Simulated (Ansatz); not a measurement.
## How the band gap of zinc-blende HgTe moves with the method

No measured value is used here.

```csv
level (code),value (eV),cell (Å³/atom)
rVV10 (Ansatz),0.00,36.99
r²SCAN+SOC (Ansatz),0.00,33.59
r²SCAN0 (Ansatz),___,33.59
```

Task: Fill in the missing entries.

Result: 
- r²SCAN0 (Ansatz, a program for electronic structure), value (eV): 0.69

Computed values are for a static lattice. Spin–orbit coupling is included only where a level's name says +SOC; with heavier elements it mostly lowers gaps and can invert bands. A gap of zero means that the bands touch or overlap; how far they overlap is not shown.  rVV10: the gap is read on the k mesh or supercell of the run alone and can be too large. Values are at the measured cell; rVV10 at the level's own relaxed cell. Cutoffs and k meshes differ between the levels. Ansatz's density-functional and Hartree–Fock values are scalar-relativistic unless marked +SOC, with PAW data made under PBE.
